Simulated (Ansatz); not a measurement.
Input for Ansatz (development build ahead of 0.2.0):

```yaml
crystal:
  periodic: [false, false, false]
  atoms:
    - { symbol: "N", position_ang: [-0.02029, 0.08095, 0.0477] }
    - { symbol: H, position_ang: [0.0001, -0.7572, 0.71676] }
    - { symbol: H, position_ang: [0.96444, 0.34955, -0.20659] }
    - { symbol: H, position_ang: [-0.79146, -0.07273, -0.63122] }
basis:
  gaussian: { orbitals: def2-SVP }
total_charge: 1
magnetization:
  spin_polarized: true
  initial_magnetization: 1
hamiltonian:
  xc: hf
output:
  forces: true
```

The input is written out in the form of the current development build from the run's settings.

The run gave:

```json
{
 "Converged": "yes",
 "Total energy": "-55.82179 hartree",
 "Spin squared of the determinant": "0.760",
 "Stability test": "minimum"
}
```

Forces (eV/Å):
```json
{"atom": "N1", "Fx": "1.163", "Fy": "-3.809", "Fz": "0.314"}
{"atom": "H2", "Fx": "-0.230", "Fy": "2.050", "Fz": "-0.539"}
{"atom": "H3", "Fx": "-1.539", "Fy": "0.570", "Fz": "0.006"}
{"atom": "H4", "Fx": "0.606", "Fy": "1.189", "Fz": "0.219"}
```
